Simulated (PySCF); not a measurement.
Computed properties of SiH₄, SMILES [SiH4]

SiH₄, SMILES [SiH4]. Geometry: ωB97X-D3(BJ)/def2-TZVPD. The isomer is the one that the SMILES or the coordinates give; other isomers of the formula were not compared. Other conformers were not sampled. All values are computed for the isolated molecule unless a solvent is named; none is compared with measurement here.

**Structure.** The optimised structure has Td symmetry. All 9 harmonic modes at ωB97X-D3(BJ)/def2-TZVPD (PySCF) are real, so it is a minimum.

**Vibrations.** The strongest infrared lines (harmonic, unscaled, degenerate partners summed) lie at 931 cm⁻¹ (411 km/mol, H 92 %, Si 8 %), 2264 cm⁻¹ (368 km/mol, H 96 %). The softest mode is at 931 cm⁻¹ and the zero-point energy is 19.7 kcal/mol.

**Electronic structure.** CAM-B3LYP/def2-TZVPD (PySCF) places the frontier levels at -11.31 and 0.94 eV, a gap of 12.25 eV, and gives a dipole moment of 0.00 D and a mean polarisability of 31.6 bohr³. PBE/def2-TZVPD (PySCF) at the same geometry gives -8.52 and -0.18 eV, so its gap is 3.91 eV narrower. An orbital gap is neither the optical nor the fundamental gap.

**Excitations.** TDA-ωB97X/def2-TZVPD (PySCF) has S1 at 9.27 eV (134 nm, f = 0.000, dark); the most intense of the 10 singlets computed lies at 9.60 eV (f = 0.67). Strengths of degenerate partners are summed. T1 (TDA) is at 8.93 eV, 0.34 eV under S1. TDA-PBE/def2-TZVPD (PySCF) puts S1 at 8.46 eV. No vertical singlet excitation falls in the visible range (under 3.1 eV).

**NMR.** GIAO shifts at PBE0/pcSseg-2 (PySCF) (non-relativistic, atoms alike by connectivity averaged): ¹H at 3.7 ppm against TMS; ²⁹Si at -107.1 ppm against TMS.

**Solvation.** SMD-M06-2X/def2-SVP (PySCF) gives 2.0 kcal/mol in water, -0.2 kcal/mol in chlorobenzene, -0.3 kcal/mol in 2-propanol (1 M in both phases, gas-phase geometry); of these solvents 2-propanol holds the molecule best.
